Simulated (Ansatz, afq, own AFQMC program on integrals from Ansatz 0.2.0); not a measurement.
**Where AFQMC and coupled cluster stand for AlH, singlet**

```xyz
2

Al    0.0000    0.0000    0.0000
H     0.0000    0.0000    2.2930
```

Basis cc-pVTZ. Only valence electrons are correlated. Integrals, coupled cluster, full CI and functionals: Ansatz 0.2.0; the random walks run on the same integrals in our own AFQMC program. ph-AFQMC/CISD is guided by a CISD state made of CCSD amplitudes; releasing the constraint for a short imaginary time cuts its bias at the price of noise, slowly where states lie close. Error bars are statistical, one sigma.

Determinant: RHF, the one that the program's search chose, which needn't be the lowest solution. The geometry is a point of a scan.

Full CI on the same integrals is exact in this basis and with this determinant's frozen core.

Cautions: higher spins were not checked; raised T1 diagnostic (T1 0.023, weight of the determinant 0.90, largest double 0.13).

The T1 diagnostic is 0.0229, the weight of the determinant in the CISD state is 0.898 and the size of the correlated space is 4 electrons in 43 orbitals.

```
  level  correlation energy (eV)
    MP2                  -1.6993
   CCSD                  -2.3188
CCSD(T)                  -2.3727
```

Estimate where AFQMC with the constraint released lies against CCSD(T) on the same integrals.

0.58 ± 0.05 mEh below CCSD(T).

Reference: full CI, correlation energy -2.391 eV. The released energy is read at 2.40 1/Eh (meV from the phaseless value at times in 1/Eh: -2.1 ± 1.3 at 0.24, -4.4 ± 0.9 at 0.51, -5.8 ± 1.1 at 0.99, -6.9 ± 1.1 at 1.62, -9.4 ± 1.5 at 2.40).

```json
{"level": "CCSD(T)", "E − E(reference) (mEh)": "0.68", "share of correlation (%)": "99.22"}
{"level": "CCSDT", "E − E(reference) (mEh)": "0.09", "share of correlation (%)": "99.89"}
{"level": "CCSDT(Q)", "E − E(reference) (mEh)": "0.02", "share of correlation (%)": "99.98"}
{"level": "ph-AFQMC/CISD", "E − E(reference) (mEh)": "0.45 ± 0.06", "share of correlation (%)": "99.49"}
{"level": "released AFQMC", "E − E(reference) (mEh)": "0.10 ± 0.05", "share of correlation (%)": "99.89"}
```

CCSDT and higher add their correlation energy to the determinant of the CCSD(T) run, since their own runs factorise the integrals more tightly (a shift of under 2 meV). A walk keeps the symmetry of its determinant, which the program's search chose and which needn't be the lowest solution, so a lower state of the same spin and another symmetry isn't excluded. Released energies are given only where the last usable release times agree within the noise; a slower fall can still hide under it.
